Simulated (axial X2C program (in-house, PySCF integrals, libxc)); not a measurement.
# Ionising SiCl

Calculated with an in-house relativistic program for diatomic molecules, spin-free (one-electron X2C) or two-component (2c: spin–orbit coupling with atomic mean-field Coulomb and Gaunt terms, which also bring small scalar terms), in Dyall basis sets with cores contracted in-house; open shells are unrestricted.

Basis sets: Cl dyall-av3z, Si dyall-v3z. Frozen shells (counts by l): SiCl Cl 2s1p, Si 2s1p, 11 electrons correlated; SiCl⁺ Cl 2s1p, Si 2s1p, 10 electrons correlated. Coupled cluster in natural virtuals with an MP2 remainder. Where the outer core of a metal is frozen, bonds come out longer and ionisation energies lower.

```
Hamiltonian    level        SiCl state  Re (Å)  ωe (cm⁻¹)  De (eV)
  spin-free       HF  M_S = 1/2, Λ = 1   2.087      524.6     2.91
  spin-free     PBE0  M_S = 1/2, Λ = 1   2.078      528.1     4.33
  spin-free      MP2  M_S = 1/2, Λ = 1   2.081      529.9     4.34
         2c       HF           Ω = 1/2   2.087      524.6     2.86
         2c     PBE0           Ω = 1/2   2.079      528.1     4.34
         2c      MP2           Ω = 1/2   2.082      530.0     4.32
         2c     CCSD           Ω = 1/2   2.086      526.0     4.03
         2c  CCSD(T)           Ω = 1/2   2.089      522.5     4.16
```

Adiabatic ionisation energy (minimum to minimum, no zero-point term) and constants of SiCl⁺:

```tsv
Hamiltonian	level	SiCl⁺ state	IE (eV)	Re (Å)	ωe (cm⁻¹)	De (eV)	fragments
spin-free	HF	M_S = 0, Λ = 0	6.93	1.954	690.4	3.61	Cl + Si+
spin-free	PBE0	M_S = 0, Λ = 0	7.40	1.965	665.8	5.15	Cl + Si+
spin-free	MP2	M_S = 0, Λ = 0	7.19	1.964	675.3	5.18	Cl + Si+
2c	HF	Ω = 0	6.94	1.954	690.2	3.55	Cl + Si+
2c	PBE0	Ω = 0	7.41	1.965	665.6	5.14	Cl + Si+
2c	MP2	Ω = 0	7.20	1.965	675.1	5.13	Cl + Si+
2c	CCSD	Ω = 0	7.29	1.964	674.4	4.77	Cl + Si+
2c	CCSD(T)	Ω = 0	7.29	1.970	663.2	4.94	Cl + Si+
```

Task: Add the zero-point terms to the ionisation energy at CCSD(T), 2c, and say whether the electron removed was bonding.

Result: IE0 = IE + (ωe⁺ − ωe)/2 = 7.29 + (0.009) = 7.30 eV. Re changes by -0.119 Å, so the bond shortens, as on loss of an antibonding or a polarising non-bonding electron.

Task: Close the cycle De(SiCl⁺) + IE(SiCl) = De(SiCl) + IE(Si) to find the atomic ionisation energy at CCSD(T), 2c.

Result: IE(Si) = 4.94 + 7.29 − 4.16 = 8.07 eV, for the determinants used.

Each entry is the lowest single determinant of a limited PBE0 search at one distance. De goes to single-determinant-based atoms at the same level (for ions the charge split of lowest energy) and is withheld (n/a) where an atom does not fit its ground term or J level. Main or longest-lived isotopes. Some light 2c atoms are not at their ground J level, so De misses part of their lowering (0.04 eV or less). The functionals have no current term, which raises determinants with orbital currents.
